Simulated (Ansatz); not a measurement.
Input for Ansatz (development build ahead of 0.2.0):

```yaml
crystal:
  periodic: [false, false, false]
  atoms:
    - { symbol: H, position_ang: [-0.00127, -0.01286, 0.02542] }
    - { symbol: C, position_ang: [0.55149, -0.28018, -0.84618] }
    - { symbol: C, position_ang: [1.18406, -0.6018, -1.85289] }
    - { symbol: C, position_ang: [1.87816, -0.95563, -2.95965] }
    - { symbol: C, position_ang: [2.51253, -1.29413, -3.98264] }
basis:
  gaussian: { orbitals: def2-SVP }
magnetization:
  spin_polarized: true
  initial_magnetization: 1
hamiltonian:
  xc: hf
output:
  forces: true
```

The input is written out in the form of the current development build from the run's settings.

Results

```json
{"Converged": "yes", "Total energy": "-151.72539 hartree", "Spin squared of the determinant": "1.908", "Stability test": "minimum"}
```

Forces (eV/Å):
```tsv
atom	Fx	Fy	Fz
H1	0.010	0.008	-0.008
C2	-0.005	-0.011	0.001
C3	0.003	0.004	-0.003
C4	-0.009	-0.014	0.000
C5	0.000	0.014	0.011
```

Caution: the unrestricted determinant is a mixture of spin states.
